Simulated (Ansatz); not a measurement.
Bulk modulus B0 (GPa) of 44 elemental metals, computed with PBEsol (Ansatz, a first-principles code, PAW) and with r²SCAN (plane waves, PAW; Ansatz). The set holds measured phases with no doubt noted on the run or the magnetic state but for the caveats below. Solids without a value at one level (not run, failed, or a magnetic order lost), or held back for tests, aren't counted.

Every twentieth of the way through the set, in order of the shift (worked out from unrounded values):

```csv
solid,PBEsol,r²SCAN,shift (%)
bcc Fe,224,170,-24
double-hcp La,26.7,22.9,-14.2
hcp Tl,36.0,31.5,-12.5
bcc Rb,2.95,2.64,-10.5
bcc Ba,9.16,8.39,-8.4
hcp Zn,81.8,75.6,-7.5
fcc Pb,47.2,43.7,-7.4
body-centred tetragonal In,44.9,42.3,-5.8
fcc Sr,12.4,11.7,-5.3
bcc Li,13.7,13.1,-4.7
hcp Y,42.3,40.6,-4.2
white tin (β-Sn),56.2,54.2,-3.5
fcc Cu,168,162,-3.3
bcc Mo,280,271,-3.1
hcp Hf,113,110,-2.7
fcc Ir,386,377,-2.5
hcp Ti,119,117,-1.8
hcp Re,391,388,-0.7
fcc Ca,18.0,17.9,-0.1
α-phase Ga,60.6,63.4,+4.8
fcc Al,81.5,92.8,+13.8
```

The shift from PBEsol to r²SCAN has a median of -4.3 %, and eight in ten lie between -12.3 % and -0.3 %; r²SCAN is the larger in 4 of 44. Each level is at its own cell, so the shift holds the change of volume too.

Ansatz's runs of these crystals have no spin polarisation, but for bcc Fe, hcp Co, fcc Ni. A magnetic state wasn't tried for fcc Pd, hcp Sc, bcc V, fcc Pt, hcp Ti, hcp Y, fcc Rh with meta-GGA or hybrid levels, which favour moments.

Density-functional runs with spin start from parallel moments for bcc Fe, parallel moments for hcp Co, parallel moments for fcc Ni.

Spin–orbit coupling is left out, also for the solids with elements from indium on (bcc Ta, body-centred tetragonal In, fcc Pt, hcp Os, bcc Ba, white tin (β-Sn), double-hcp La, bcc W, hcp Tl, fcc Ir and 6 more); its size isn't shown.

Each level is taken at its own relaxed cell. Ansatz's density-functional and Hartree–Fock values are scalar-relativistic unless marked +SOC, with PAW data made under PBE.
